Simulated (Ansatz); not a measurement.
Ideal-gas functions of C$_{2}$H$_{2}$OS (`OC1=CS1`) at 800 K and 1 bar, from an Ansatz frequency run at PBE0-D4/def2-TZVP.

Molar mass 74.1 g/mol, point group Cs (symmetry number 1), electronic degeneracy 1, moments of inertia 31.759, 97.993, 129.753 u Å². Harmonic wavenumbers (cm⁻¹, unscaled): 315, 343, 422, 538, 554, 727, 883, 1099, 1305, 1905, 3364, 3797.

Use S(trans) = R[1.5 ln M + 2.5 ln T − 1.1517]; rotational temperatures θ = 24.2544 K / I; S(rot) = R[ln(√π/σ · √(T³/θAθBθC)) + 1.5]; for each mode x = 1.438777 ν̃/T, S = R[x/(eˣ − 1) − ln(1 − e⁻ˣ)] and H = RT x/(eˣ − 1); 1 cm⁻¹ = 0.0119627 kJ/mol; R = 8.31446 J/(mol·K).

Question: By hand: the entropy, in J/(mol·K).

Answer: Translation 183.1. Rotation: θ = 0.7637, 0.2475, 0.1869 K, giving 114.5. Vibration, mode by mode: 13.15, 12.46, 10.80, 8.91, 8.68, 6.65, 5.29, 3.88, 2.90, 1.23, 0.14, 0.07, in all 74.2. Electronic 0.0. Sum 371.8 J/(mol·K).

Question: By hand: H − E and G − E in kJ/mol, counted from the electronic energy.

Answer: Zero-point energy ½ × 15252 × 0.0119627 = 91.2; thermal vibration 32.6; translation, rotation and pV give 4 RT = 26.6. H − E = 150.4 kJ/mol, and G − E = 150.4 − 800 × 371.8/1000 = -147.0 kJ/mol.

Vibration gives 20 % of the entropy. The sum counts one conformer and one mirror image; others add a mixing term.
